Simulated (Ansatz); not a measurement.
# C₂H₅Si+: Born-Oppenheimer dynamics

The task is to watch the atoms for 30 steps of 0.25 fs, started with velocities for 700 K and run at constant energy.

Program: Ansatz 0.2.0, Gaussian basis. Level of theory: PBE0-D4/STO-3G. These are calculated values, not measurements.

## 1. The system as given

8 atoms, charge 1, spin multiplicity 1.

Atoms are counted from 1 here; the program's logs count them from 0.

Bond lengths: C1–Si2 1.815 Å, C1–H4 1.084 Å, C1–H5 1.083 Å, Si2–C3 1.815 Å, Si2–H6 1.446 Å, C3–H7 1.083 Å, C3–H8 1.084 Å. Angles: Si2–C1–H4 122.1°, Si2–C1–H5 123.9°, H4–C1–H5 114.0°, C1–Si2–C3 107.5°, C1–Si2–H6 126.1°, C3–Si2–H6 126.4°, Si2–C3–H7 124.1°, Si2–C3–H8 122.0°, H7–C3–H8 114.0°.

As a file:

```xyz
8
charge 1, multiplicity 1
C    -1.0374    0.7824   -0.7242
Si    0.4128    0.5933    0.3504
C     0.7586   -1.1832    0.4921
H    -1.5448   -0.0695   -1.1625
H    -1.4710    1.7382   -0.9905
H     1.1566    1.6648    0.9733
H     1.5721   -1.5980    1.0735
H     0.1531   -1.9278   -0.0121
```

## 2. Dynamics

md/in.yaml

```yaml
crystal:
  periodic: [false, false, false]
  atoms:
    - {symbol: C, position_ang: [-1.037410, 0.782370, -0.724190]}
    - {symbol: Si, position_ang: [0.412810, 0.593260, 0.350380]}
    - {symbol: C, position_ang: [0.758570, -1.183230, 0.492080]}
    - {symbol: H, position_ang: [-1.544750, -0.069530, -1.162470]}
    - {symbol: H, position_ang: [-1.471030, 1.738180, -0.990530]}
    - {symbol: H, position_ang: [1.156610, 1.664790, 0.973340]}
    - {symbol: H, position_ang: [1.572130, -1.598030, 1.073530]}
    - {symbol: H, position_ang: [0.153070, -1.927810, -0.012140]}
basis:
  gaussian: {orbitals: STO-3G}
total_charge: 1
hamiltonian: {xc: pbe0, dispersion: d4}
md: {n_steps: 30, timestep: 0.25, temperature: 700, ensemble: nve, seed: 45, initial_velocities: maxwell_boltzmann}
```

Started as:

```bash
> ansatz run in.yaml --threads 2 --pin off --events-out ev --progress --plain --max-ram 3481MiB
```

**Question.** What will these runs give? Wanted: temperature at the start; mean temperature, second half; lowest and highest potential energy, from the first frame; largest change of potential + kinetic.

**Answer**, as computed:

| quantity | value |
| --- | --- |
| length | 30 steps, 7.5 fs |
| temperature at the start | 700 K |
| mean temperature, second half | 466 K |
| lowest and highest potential energy, from the first frame | 0 and 221 meV |
| largest change of potential + kinetic | 0.4 meV |

In words: With no thermostat the total energy should stay fixed; it holds within 0.4 meV, small beside the kinetic energy, so the time step serves. The temperature runs between 415 and 700 K. The bonding pattern stays as it was.
